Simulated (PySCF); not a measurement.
Functional dependence of a UV spectrum

Compound: 2,3-butanedione, C₄H₆O₂.
SMILES: `O=C(C)C(=O)C`

Linear-response calculations in the def2-SVPD basis (PySCF; singlets by full response, triplets Tamm–Dancoff, core orbitals frozen in the response; HF means time-dependent Hartree–Fock). 'Strongest' is the level of largest summed f among the singlets computed (10 roots, of which the last may lack a degenerate partner); it can jump between rows when another state enters that window. S1 is the lowest singlet of each run and needn't be the same state throughout; f(S1) is that of one state. The structure is a single PBE0-D3(BJ)/def2-SVP conformer in the gas phase; no vibrational or solvent corrections.

```
functional                               kind  S1 (eV)  f(S1)  strongest (eV)  T1 (eV)  HOMO (eV)  gap (eV)  ionisation energy, ΔSCF (eV)
     B3LYP  global hybrid, 20% exact exchange     2.69  0.000            7.44     2.16      -7.06      4.28                          9.44
 CAM-B3LYP             range-separated hybrid     2.90  0.000            7.76     2.35      -8.76      7.44                          9.73
   wB97X-D             range-separated hybrid     2.87  0.000            7.80     2.35      -9.19      8.53                          9.61
   LC-wPBE             range-separated hybrid     2.99  0.000            8.22     2.39     -10.01      9.93                          9.88
```

S1 runs from 2.69 eV (B3LYP) to 2.99 eV (LC-wPBE), a spread of 0.30 eV, while the orbital gap spreads over 5.6 eV. −ε(HOMO) comes closest to its own ΔSCF ionisation energy with LC-wPBE (+0.13 eV) and misses most with B3LYP (-2.38 eV).
